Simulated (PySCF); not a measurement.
# LiMg⁻ at RHF-SCS-MP2

Computed with RHF-SCS-MP2; basis Li aug-cc-pVDZ-DK, Mg aug-cc-pVDZ-DK; spin-free X2C with a Gaussian nucleus; PySCF 2.14.

```
state                          : ¹Σ⁺ (singlet), closed shell
bond length                    : 3.579 Å
harmonic wavenumber            : 110 cm⁻¹
force constant                 : 0.0387 mdyn/Å
rotational constant Be         : 0.2424 cm⁻¹
anharmonicity ωexe             : 2.80 cm⁻¹
vibration–rotation constant αe : 0.00846 cm⁻¹
```

Correlated steps freeze 1 core orbital.
